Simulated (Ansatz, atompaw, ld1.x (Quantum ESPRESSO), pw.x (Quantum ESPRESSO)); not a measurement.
Which Be potential is closest to all-electron in the sc crystal?

All use PBEsol, scalar-relativistic, no spin, cutoffs from each file’s atomic test, pw.x 7.5; 15³ k-points, Fermi–Dirac smearing 0.01 Ry. Δ is the rms difference from all-electron LAPW of the E(V) curves that follow from fits to the pressures, over ±6 % in volume. Mesh and smearing are coarse and serve the comparison alone. The files are a selection: those with a ghost or negative overlap were mostly not run, and those with noisy or unconverged pressures or nearly equal Δ are left out.

All-electron: a0 = 2.166 Å (V0 = 10.16 Å³/atom), B0 = 76.1 GPa.

**Question.** Rank them by Δ, smallest first.
A. PAW, atompaw 4.2.0.5, PBEsol; core [He], reference 2s2 2p0; waves: 2s (bound): rc 1.60 bohr; 2s channel at 0.55 Ry: rc 3.00 bohr; 2p (bound, empty): rc 3.00 bohr; 2p channel at 0.3 Ry: rc 3.00 bohr; 3d channel at 0.05 Ry: rc 3.00 bohr; 3d channel at 2.45 Ry: rc 3.00 bohr; local part: troulliermartins scheme with l = 3 at 0 Ry, radius 2.45 bohr; core correction: smooth core density matched at 2.15 bohr; augmentation: gaussian compensation charge, radius 2.60 bohr; PAW radius 3.00 bohr; waves and projectors: custom rrkj gramschmidtortho.
B. norm-conserving Troullier–Martins (Kleinman–Bylander form), ld1.x (Quantum ESPRESSO) 7.5, PBEsol; core [He], reference 2s1.75 2p0; waves: 2s (bound): rc 2.25 bohr; 2p (bound, empty): rc 2.80 bohr; local part: all-electron potential smoothed inside 2.00 bohr (lloc = -2); core correction: a·sin(br)/r model core inside 2.20 bohr.
C. norm-conserving Troullier–Martins (Kleinman–Bylander form), ld1.x (Quantum ESPRESSO) 7.5, PBEsol; core [He], reference 2s1 2p0; waves: 2p (bound, empty): rc 2.60 bohr; 2s (bound): rc 1.50 bohr; local part: the s channel; core correction: Bessel-smoothed model core, default radius (core density twice the valence density).

**Answer.** C (0.3 meV/atom), A (0.6 meV/atom), B (3.5 meV/atom).
